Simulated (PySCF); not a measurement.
Gas-phase reaction: 3 AlO + 3 AlF2 + O3 → 6 AlOF

Energies from PySCF (xtb for GFN2), thermal terms from the rigid-rotor harmonic-oscillator model, ideal gas at 1 bar. The comparison is the NASA 1993 polynomial table, which mixes measured and estimated data. After a fit of one offset per element over all species, the range-separated, M06-2X, PBE0/def2-QZVP and CCSD(T)/def2-TZVPP enthalpies, where run, lie to one side of the table for AlF2 (+60 kJ/mol), O3 (+19 kJ/mol), AlOF (+153 kJ/mol): a fault of the table's entry, another state or a shared error of the levels is possible; this was not checked at source. S°(298 K) at PBE0/def2-TZVP differs from the NASA 1993 table for AlOF (+8 J/mol/K); whether the harmonic model or the table's entry is off was not settled. † marks an energy on the PBE0/def2-TZVP geometry and frequencies; other levels use their own. 6-31G* has spherical d functions here. Open shells (unrestricted): AlO (multiplicity 2), AlF2 (multiplicity 2); the rest are closed-shell singlets. GFN2 has no spin-polarisation term. B3LYP is the form with VWN-RPA correlation. For this reaction the table lies outside the span of B3LYP, M06-2X, PBE0, r2SCAN, ωB97M-V, ωB97X-V in their largest bases here; which side is off was not settled. The harmonic model lacks anharmonicity and excited electronic states, which grow with temperature; levels with a mode under 35 cm⁻¹ are left out. Strong static correlation: O3. The table's entry may be an old estimate for AlO, AlF2, AlOF (not checked at source).

```
level               ΔH°(298 K), kJ  minus table  ΔG°(1000 K), kJ
------------------  --------------  -----------  ---------------
table                      -1748.5            -          -1495.7
B3LYP/6-31G*                -866.0        882.5           -665.4
B3LYP/def2-TZVP†            -961.6        786.9           -756.9
BLYP/def2-TZVP†             -940.9        807.6           -736.2
GFN2-xTB                   -1476.7        271.8          -1243.2
PBE0/def2-QZVP†             -917.1        831.4           -712.3
PBE0/def2-TZVP              -914.9        833.6           -710.2
r2SCAN/def2-TZVP†           -935.5        813.0           -730.8
LDA/def2-TZVP†              -947.4        801.1           -742.6
ωB97M-V/def2-TZVP†         -1046.4        702.1           -841.6
```
